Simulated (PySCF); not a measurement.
PySCF input (HF/6-311++G(3df,3pd)):

```python
import numpy as np, basis_set_exchange as bse
from pyscf import gto, scf, dft, df

basis = {'C': gto.basis.parse(bse.get_basis('6-311++G(3df,3pd)', elements=['C'], fmt='nwchem')), 'H': gto.basis.parse(bse.get_basis('6-311++G(3df,3pd)', elements=['H'], fmt='nwchem')), 'N': gto.basis.parse(bse.get_basis('6-311++G(3df,3pd)', elements=['N'], fmt='nwchem'))}
mol = gto.M(
    atom='''
    C     0.05421122    0.70484056    0.00025981
    N     0.04393301   -0.75753911    0.00046505
    H    -0.93688026    1.17928349   -0.00704903
    H    -0.44952413   -1.11274988    0.81056760
    H    -0.43767370   -1.11306154   -0.81660260
    H     0.58924350    1.06029739    0.88241211
    H     0.60203622    1.05996094   -0.87414231
    ''',
    basis=basis,
    charge=0,
    verbose=4,
    max_memory=8640,
)
mf = scf.RHF(mol)
mf = mf.density_fit(auxbasis=df.autoaux(mol))
mf.conv_tol = 1e-9
mf.max_cycle = 100
print('smallest overlap eigenvalue', np.linalg.eigvalsh(mol.intor('int1e_ovlp'))[0])
mf.kernel()
dip = mf.dip_moment()
```

Output:

```
PySCF version 2.14.0

[INPUT] verbose = 4
[INPUT] num. atoms = 7
[INPUT] num. electrons = 18
[INPUT] charge = 0
[INPUT] spin (= nelec alpha-beta = 2S) = 0
[INPUT] symmetry False subgroup None
[INPUT] Mole.unit = angstrom
[INPUT] Symbol           X                Y                Z      unit          X                Y                Z       unit  Magmom
[INPUT]  1 C      0.054211220000   0.704840560000   0.000259810000 AA    0.102444358679   1.331955619885   0.000490969744 Bohr   0.0
[INPUT]  2 N      0.043933010000  -0.757539110000   0.000465050000 AA    0.083021356728  -1.431541446547   0.000878817134 Bohr   0.0
[INPUT]  3 H     -0.936880260000   1.179283490000  -0.007049030000 AA   -1.770447102911   2.228522819321  -0.013320736144 Bohr   0.0
[INPUT]  4 H     -0.449524130000  -1.112749880000   0.810567600000 AA   -0.849477492083  -2.102792518343   1.531750769446 Bohr   0.0
[INPUT]  5 H     -0.437673700000  -1.113061540000  -0.816602600000 AA   -0.827083424925  -2.103381470387  -1.543155266608 Bohr   0.0
[INPUT]  6 H      0.589243500000   1.060297390000   0.882412110000 AA    1.113508835680   2.003671677691   1.667517216900 Bohr   0.0
[INPUT]  7 H      0.602036220000   1.059960940000  -0.874142310000 AA    1.137683572868   2.003035879337  -1.651889559795 Bohr   0.0

nuclear repulsion = 42.0097877947206
number of shells = 66
number of NR pGTOs = 204
number of NR cGTOs = 168
basis = {'C': [[0, [4563.24, 0.00196665], [682.024, 0.0152306], [154.973, 0.0761269], [44.4553, 0.260801], [13.029, 0.616462], [1.82773, 0.221006]], [0, [20.9642, 0.11466], [4.80331, 0.919999], [1.45933, -0.00303068]], [0, [0.483456, 1.0]], [0, [0.145585, 1.0]], [0, [0.0438, 1.0]], [1, [20.9642, 0.0402487], [4.80331, 0.237594], [1.45933, 0.815854]], [1, [0.483456, 1.0]], [1, [0.145585, 1.0]], [1, [0.0438, 1.0]], [2, [2.504, 1.0]], [2, [0.626, 1.0]], [2, [0.1565, 1.0]], [3, [0.8, 1.0]]], 'H': [[0, [33.865, 0.0254938], [5.09479, 0.190373], [1.15879, 0.852161]], [0, [0.32584, 1.0]], [0, [0.102741, 1.0]], [0, [0.036, 1.0]], [1, [3.0, 1.0]], [1, [0.75, 1.0]], [1, [0.1875, 1.0]], [2, [1.0, 1.0]]], 'N': [[0, [6293.48, 0.00196979], [949.044, 0.0149613], [218.776, 0.0735006], [63.6916, 0.248937], [18.8282, 0.60246], [2.72023, 0.256202]], [0, [30.6331, 0.111906], [7.02614, 0.921666], [2.11205, -0.00256919]], [0, [0.684009, 1.0]], [0, [0.200878, 1.0]], [0, [0.0639, 1.0]], [1, [30.6331, 0.0383119], [7.02614, 0.237403], [2.11205, 0.817592]], [1, [0.684009, 1.0]], [1, [0.200878, 1.0]], [1, [0.0639, 1.0]], [2, [3.652, 1.0]], [2, [0.913, 1.0]], [2, [0.22825, 1.0]], [3, [1.0, 1.0]]]}
ecp = {}
ETB for H: l = 0, exps = 0.072 * 1.8^n , n = 0..12
ETB for H: l = 1, exps = 0.2235 * 2^n , n = 0..5
ETB for H: l = 2, exps = 0.375 * 2.2^n , n = 0..4
ETB for H: l = 3, exps = 1.1875 * 2.2^n , n = 0..2
ETB for C: l = 0, exps = 0.0876 * 1.8^n , n = 0..15
ETB for C: l = 1, exps = 0.0876 * 1.8^n , n = 0..13
ETB for C: l = 2, exps = 0.0876 * 1.8^n , n = 0..12
ETB for C: l = 3, exps = 0.2003 * 2.2^n , n = 0..6
ETB for C: l = 4, exps = 0.313 * 2.2^n , n = 0..4
ETB for N: l = 0, exps = 0.1278 * 1.8^n , n = 0..15
ETB for N: l = 1, exps = 0.1278 * 1.8^n , n = 0..13
ETB for N: l = 2, exps = 0.1278 * 1.8^n , n = 0..12
ETB for N: l = 3, exps = 0.29215 * 2.2^n , n = 0..6
ETB for N: l = 4, exps = 0.4565 * 2.2^n , n = 0..4
smallest overlap eigenvalue 0.00017226701329782842

******** <class 'pyscf.df.df_jk.DFRHF'> ********
method = DFRHF
initial guess = minao
damping factor = 0
level_shift factor = 0
DIIS = <class 'pyscf.scf.diis.CDIIS'>
diis_start_cycle = 1
diis_space = 8
diis_damp = 0
SCF conv_tol = 1e-09
SCF conv_tol_grad = None
SCF max_cycles = 100
direct_scf = False
Set gradient conv threshold to 3.16228e-05
Initial guess from minao.
******** <class 'pyscf.df.df.DF'> ********
auxbasis = {'H': [[0, [np.float64(83.2918594626847), 1]], [0, [np.float64(46.27325525704705), 1]], [0, [np.float64(25.707364031692805), 1]], [0, [np.float64(14.281868906496003), 1]], [0, [np.float64(7.934371614720002), 1]], [0, [np.float64(4.4079842304), 1]], [0, [np.float64(2.448880128), 1]], [0, [np.float64(1.36048896), 1]], [0, [np.float64(0.7558271999999999), 1]], [0, [np.float64(0.419904), 1]], [0, [np.float64(0.23328), 1]], [0, [np.float64(0.1296), 1]], [0, [np.float64(0.072), 1]], [1, [np.float64(7.152), 1]], [1, [np.float64(3.576), 1]], [1, [np.float64(1.788), 1]], [1, [np.float64(0.894), 1]], [1, [np.float64(0.447), 1]], [1, [np.float64(0.2235), 1]], [2, [np.float64(8.784600000000003), 1]], [2, [np.float64(3.993000000000001), 1]], [2, [np.float64(1.8150000000000004), 1]], [2, [np.float64(0.8250000000000001), 1]], [2, [np.float64(0.375), 1]], [3, [np.float64(5.7475000000000005), 1]], [3, [np.float64(2.6125000000000003), 1]], [3, [np.float64(1.1875), 1]]], 'C': [[0, [np.float64(591.0057180034255), 1]], [0, [np.float64(328.3365100019031), 1]], [0, [np.float64(182.40917222327948), 1]], [0, [np.float64(101.33842901293305), 1]], [0, [np.float64(56.29912722940724), 1]], [0, [np.float64(31.277292905226247), 1]], [0, [np.float64(17.376273836236802), 1]], [0, [np.float64(9.653485464576002), 1]], [0, [np.float64(5.363047480320001), 1]], [0, [np.float64(2.9794708224), 1]], [0, [np.float64(1.6552615680000002), 1]], [0, [np.float64(0.91958976), 1]], [0, [np.float64(0.5108832000000001), 1]], [0, [np.float64(0.283824), 1]], [0, [np.float64(0.15768), 1]], [0, [np.float64(0.0876), 1]], [1, [np.float64(182.40917222327948), 1]], [1, [np.float64(101.33842901293305), 1]], [1, [np.float64(56.29912722940724), 1]], [1, [np.float64(31.277292905226247), 1]], [1, [np.float64(17.376273836236802), 1]], [1, [np.float64(9.653485464576002), 1]], [1, [np.float64(5.363047480320001), 1]], [1, [np.float64(2.9794708224), 1]], [1, [np.float64(1.6552615680000002), 1]], [1, [np.float64(0.91958976), 1]], [1, [np.float64(0.5108832000000001), 1]], [1, [np.float64(0.283824), 1]], [1, [np.float64(0.15768), 1]], [1, [np.float64(0.0876), 1]], [2, [np.float64(101.33842901293305), 1]], [2, [np.float64(56.29912722940724), 1]], [2, [np.float64(31.277292905226247), 1]], [2, [np.float64(17.376273836236802), 1]], [2, [np.float64(9.653485464576002), 1]], [2, [np.float64(5.363047480320001), 1]], [2, [np.float64(2.9794708224), 1]], [2, [np.float64(1.6552615680000002), 1]], [2, [np.float64(0.91958976), 1]], [2, [np.float64(0.5108832000000001), 1]], [2, [np.float64(0.283824), 1]], [2, [np.float64(0.15768), 1]], [2, [np.float64(0.0876), 1]], [3, [np.float64(22.709994771200012), 1]], [3, [np.float64(10.322724896000004), 1]], [3, [np.float64(4.6921476800000015), 1]], [3, [np.float64(2.1327944000000008), 1]], [3, [np.float64(0.9694520000000002), 1]], [3, [np.float64(0.44066000000000005), 1]], [3, [np.float64(0.2003), 1]], [4, [np.float64(7.332212800000002), 1]], [4, [np.float64(3.332824000000001), 1]], [4, [np.float64(1.5149200000000003), 1]], [4, [np.float64(0.6886000000000001), 1]], [4, [np.float64(0.313), 1]]], 'N': [[0, [np.float64(862.2206707858195), 1]], [0, [np.float64(479.0114837698997), 1]], [0, [np.float64(266.1174909832776), 1]], [0, [np.float64(147.84305054626535), 1]], [0, [np.float64(82.13502808125851), 1]], [0, [np.float64(45.63057115625473), 1]], [0, [np.float64(25.350317309030405), 1]], [0, [np.float64(14.083509616128003), 1]], [0, [np.float64(7.8241720089600015), 1]], [0, [np.float64(4.3467622272), 1]], [0, [np.float64(2.4148679040000003), 1]], [0, [np.float64(1.34159328), 1]], [0, [np.float64(0.7453296), 1]], [0, [np.float64(0.414072), 1]], [0, [np.float64(0.23004), 1]], [0, [np.float64(0.1278), 1]], [1, [np.float64(266.1174909832776), 1]], [1, [np.float64(147.84305054626535), 1]], [1, [np.float64(82.13502808125851), 1]], [1, [np.float64(45.63057115625473), 1]], [1, [np.float64(25.350317309030405), 1]], [1, [np.float64(14.083509616128003), 1]], [1, [np.float64(7.8241720089600015), 1]], [1, [np.float64(4.3467622272), 1]], [1, [np.float64(2.4148679040000003), 1]], [1, [np.float64(1.34159328), 1]], [1, [np.float64(0.7453296), 1]], [1, [np.float64(0.414072), 1]], [1, [np.float64(0.23004), 1]], [1, [np.float64(0.1278), 1]], [2, [np.float64(147.84305054626535), 1]], [2, [np.float64(82.13502808125851), 1]], [2, [np.float64(45.63057115625473), 1]], [2, [np.float64(25.350317309030405), 1]], [2, [np.float64(14.083509616128003), 1]], [2, [np.float64(7.8241720089600015), 1]], [2, [np.float64(4.3467622272), 1]], [2, [np.float64(2.4148679040000003), 1]], [2, [np.float64(1.34159328), 1]], [2, [np.float64(0.7453296), 1]], [2, [np.float64(0.414072), 1]], [2, [np.float64(0.23004), 1]], [2, [np.float64(0.1278), 1]], [3, [np.float64(33.12393895360002), 1]], [3, [np.float64(15.056335888000007), 1]], [3, [np.float64(6.8437890400000025), 1]], [3, [np.float64(3.1108132000000013), 1]], [3, [np.float64(1.4140060000000003), 1]], [3, [np.float64(0.6427300000000001), 1]], [3, [np.float64(0.29215), 1]], [4, [np.float64(10.693786400000004), 1]], [4, [np.float64(4.860812000000002), 1]], [4, [np.float64(2.2094600000000004), 1]], [4, [np.float64(1.0043000000000002), 1]], [4, [np.float64(0.4565), 1]]]}
init E= -95.2699483173257
  HOMO = -0.268669006539007  LUMO = 0.0295196645366816  gap/eV = 8.11413
cycle= 1 E= -95.2309518063244  delta_E= 0.039  |g|= 0.28  |ddm|= 1.64
  HOMO = -0.382982590354189  LUMO = 0.0378325352490026  gap/eV = 11.45096
cycle= 2 E= -95.2513967961662  delta_E= -0.0204  |g|= 0.0852  |ddm|= 0.275
  HOMO = -0.394433619910544  LUMO = 0.03979335884157  gap/eV = 11.81592
cycle= 3 E= -95.2530877382788  delta_E= -0.00169  |g|= 0.031  |ddm|= 0.0964
  HOMO = -0.388655130581313  LUMO = 0.0398303930908072  gap/eV = 11.65968
cycle= 4 E= -95.2533499668789  delta_E= -0.000262  |g|= 0.00661  |ddm|= 0.0316
  HOMO = -0.39050075923047  LUMO = 0.0397461268733453  gap/eV = 11.70761
cycle= 5 E= -95.2533658833565  delta_E= -1.59e-05  |g|= 0.00179  |ddm|= 0.00814
  HOMO = -0.390163621031732  LUMO = 0.0397533641879264  gap/eV = 11.69864
cycle= 6 E= -95.2533677688411  delta_E= -1.89e-06  |g|= 0.000637  |ddm|= 0.00328
  HOMO = -0.390324443327415  LUMO = 0.0397488748940264  gap/eV = 11.70289
cycle= 7 E= -95.2533680538207  delta_E= -2.85e-07  |g|= 0.000203  |ddm|= 0.00134
  HOMO = -0.390329562973015  LUMO = 0.0397469689811549  gap/eV = 11.70298
cycle= 8 E= -95.2533680949769  delta_E= -4.12e-08  |g|= 3.93e-05  |ddm|= 0.000648
  HOMO = -0.390329391207651  LUMO = 0.0397470848319724  gap/eV = 11.70298
cycle= 9 E= -95.2533680963908  delta_E= -1.41e-09  |g|= 8.32e-06  |ddm|= 0.000105
  HOMO = -0.390329125608048  LUMO = 0.0397471006473321  gap/eV = 11.70297
cycle= 10 E= -95.2533680964516  delta_E= -6.08e-11  |g|= 1.6e-06  |ddm|= 3.3e-05
  HOMO = -0.390329086881721  LUMO = 0.0397471218160426  gap/eV = 11.70297
Extra cycle  E= -95.2533680964533  delta_E= -1.68e-12  |g|= 7e-07  |ddm|= 5.11e-06
converged SCF energy = -95.2533680964533
Dipole moment(X, Y, Z, Debye): -1.31752,  0.40790, -0.00967
```
